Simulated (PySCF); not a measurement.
# Aluminium: a sound run and one with changed settings

Sound run: Al [Ne] 3s2 3p1, Al⁺ [Ne] 3s2. Calculation: PySCF 2.14, in cc-pV(T+d)Z; the non-relativistic Hamiltonian (point nucleus). In the sound run the correlated levels freeze [Ne]. The sound run starts from symmetry-adapted Hartree-Fock orbitals and uses a fine grid where one is needed.

Changed run: the spin-free X2C one-electron Hamiltonian (Gaussian nucleus). This setting is unsound on purpose.

```csv
species,method,sound run (hartree),changed run (hartree),converged
Al,UHF,-241.87908,-242.27383,yes
Al,MN15,-242.24957,-242.64358,yes
Al,M06-L,-242.35063,-242.74520,yes
Al,MP2,-241.91496,-242.30971,yes
Al,CCSD(T),-241.93131,-242.32603,yes
Al⁺,UHF,-241.67338,-242.06841,yes
Al⁺,MN15,-242.04105,-242.43536,yes
Al⁺,M06-L,-242.13568,-242.53056,yes
Al⁺,MP2,-241.70114,-242.09616,yes
Al⁺,CCSD(T),-241.71291,-242.10790,yes
```

Ionisation energy of Al:

```csv
method,sound run (eV),changed run (eV)
UHF,5.598,5.590
MN15,5.674,5.666
M06-L,5.849,5.841
MP2,5.818,5.811
SCS-MP2,5.803,5.795
CCSD,5.912,5.904
CCSD(T),5.943,5.936
```

Most of the change in total energy is the relativistic energy itself. On top of that the contraction fixes the core shape for the Hamiltonian it was made with, so the changed run is not a good calculation with the other Hamiltonian either.

For comparison, NIST gives 5.986 eV between the lowest levels.
